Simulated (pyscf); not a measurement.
This saddle point was located with ωB97X-D3(BJ)/def2-SVP in PySCF.

```xyz
9

Cl    -2.1256     0.7743     1.6934
B     -1.2498    -0.3195     0.5481
Cl    -1.2293    -2.0982     0.8193
H     -1.7433    -0.1358    -0.6030
Si    -0.3282     0.8329    -1.0501
H     -0.0408     0.0546     0.5165
H      0.3314    -0.2031    -1.8776
H     -1.3502     1.6070    -1.8073
H      0.6345     1.8284    -0.5030
```

Surface: singlet, charge 0. Lowest wavenumbers (cm⁻¹): 264i, 59, 211, 245, 373.

Question: Name the species on either side of this saddle.

Answer: Cl–BH–Cl + SiH₄ ⇌ Cl–BH–Cl + SiH₄, a four-centre exchange read from left to right: B–H, H–Si broken and B–H, H–Si formed. At CCSD(T)/def2-TZVPP + ΔMP2(QZVPP) it lies +58.6 kJ/mol from the left side and +58.6 kJ/mol from the right (each side as separated species at their lowest minima found). At the saddle there is also a short B–Si contact that neither side keeps. One saddle was located; it need not be the lowest between these sides. The CCSD(T) − MP2 part came from Ansatz, without density fitting, on the same reference.
